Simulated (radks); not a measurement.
**Cl⁴⁺ in [Ne] 3s2 4s1: an all-electron calculation**

Wanted: eigenvalues, radial structure and energy terms of the chlorine ion Cl4+.

The numbers are computed with radks (a radial shooting solver on a logarithmic mesh, Libxc functionals) version 1 (Dirac Kohn-Sham, PBE, spin-unpolarised, spherical densities, point nucleus), except any that are marked as measured or tabulated.

## 1. The atom as given

* element: chlorine (Z = 17)
* charge: +4
* electrons: 13
* configuration: [Ne] 3s2 4s1

The outer shells:

Cl⁴⁺
```
[Ne] core
3s [↑↓]
4s [↑ ]
```

## 2. Self-consistent calculation

The run's settings:

```text
Z 17
configuration [Ne] 3s2 4s1
relativity Dirac
functional pbe,pbe
spin unpolarised
j_filling average
nucleus point
c 137.035999084
```

Q: Predict the outcome of this run.

The runs gave:

| quantity | value |
| --- | --- |
| total energy | -455.51556 hartree |
| exchange-correlation share of it | 5.71 % |
| −T/E | 1.0056 |
| highest occupied level | 4s1/2, -32.503 eV |
| most extended occupied level | 4s1/2, <r> = 2.90 bohr |
| radius at density 0.001 e/bohr³ | 3.97 bohr |
| maxima of the radial density | 2 |

The radial density shows 2 maxima for 4 occupied principal shells; where shells overlap, one shows as a shoulder or not at all. Relativity lifts −T/E to 1.006. This is not the tabulated ground configuration, so its levels and sizes aren't those of the ground state, and no measured value stands beside it.
